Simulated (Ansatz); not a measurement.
Basis-set extrapolation for C$_{4}$H$_{9}$N, SMILES `C=CNCC` (PBE0-D4/def2-TZVP geometry, frozen core, Ansatz 0.2.0). Multiplicity 1, RHF reference.

```csv
,def2-TZVPP,def2-QZVPP
HF,-211.214860,-211.224954
MP2 correlation,-0.890291,-0.948013
CCSD(T) correlation,-0.975857,not run
```

Energies in hartree. Use E(X) = E(∞) + A·exp(−7.88·√X) for Hartree–Fock and E(X) = E(∞) + B·X^(−2.97) for correlation, with X = 3 and 4, and add CCSD(T) minus MP2 of the smaller set to the MP2 limit.

What is the CCSD(T) energy at the basis-set limit?

HF limit: -211.224954 + (-0.010094) × 0.13774 = -211.22634. MP2 limit: -0.948013 + (-0.057722) × 0.74074 = -0.99077. Higher-order term: -0.975857 − (-0.890291) = -0.08557. Total: -212.30268 hartree, 294.0 kJ/mol below CCSD(T)/def2-TZVPP.
